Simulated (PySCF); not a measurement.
## Ionisation of chloroprene

Molecule: chloroprene, `C=CC(=C)Cl` (C4H5Cl). Atom numbers as in the mapped SMILES `[CH2:1]=[CH:2][C:3](=[CH2:4])[Cl:5]`.

Energies: ωB97X-D3(BJ)/ma-def2-TZVP (PySCF, density fitting, integration grid level 2) on PBE0-D3(BJ)/def2-SVP structures. The prefix ma- adds one diffuse s and one diffuse p function on all atoms but H. Thermal corrections: PBE0-D3(BJ)/def2-SVP frequencies, unscaled, ideal gas at 298.15 K and 1 bar, quasi-RRHO entropy.

Frontier levels of the parent: HOMO -9.30 eV, LUMO 0.66 eV.

Oxidation to the radical cation:
* Vertical ionisation energy (electronic): 9.14 eV
* Adiabatic ionisation energy (with zero-point energy): 8.95 eV
* Adiabatic, electronic part: 8.97 eV
* Vertical gap at the product's structure: 8.73 eV
* Inner reorganisation energy (four-point): 414 meV
* Relaxation of product / of parent: 171 / 242 meV
* ⟨S²⟩ of the product: 0.795
* Largest spin populations: C4 0.58, C1 0.39
* Largest changes of atomic charge: C4 0.23, C1 0.21, Cl5 0.19
* Distances that move most (Å): C3–C4 1.340 → 1.401; C3–Cl5 1.741 → 1.689; C2–C3 1.460 → 1.424; C1–C2 1.337 → 1.370
* Potential in water: 6.58 V absolute, 2.06 V against Fc+/Fc computed at 4.52 V (solvation -12 → -238 kJ/mol)

Solvents are IEF-PCM continua (electrostatics only, gas-phase structures); absolute potentials refer to an electron at rest in vacuum. Fc+/Fc in water, 4.52 V, is ωB97X-D3(BJ)/ma-def2-TZVP on PBE0-D3(BJ)/def2-SVP structures with GFN2-xTB thermal terms. Benchmark calculations put it near 5.0 V in acetonitrile and DMSO, so it is about 0.5 V low, and the value against it can read up to that much too high.

Measured values (NIST Chemistry WebBook, evaluated or the median of agreeing entries): adiabatic ionisation energy 8.83 eV (computed 8.95, difference 0.12).

Known limits: spin-orbit coupling is left out of the energies, which matters for open shells on the heavier atoms.

Hardware: 1 thread of Arm Neoverse V1, shared with other jobs. Command: `OMP_NUM_THREADS=1 python redox_run.py task.json out`. Structures, frequencies and single points: 7.6 min.
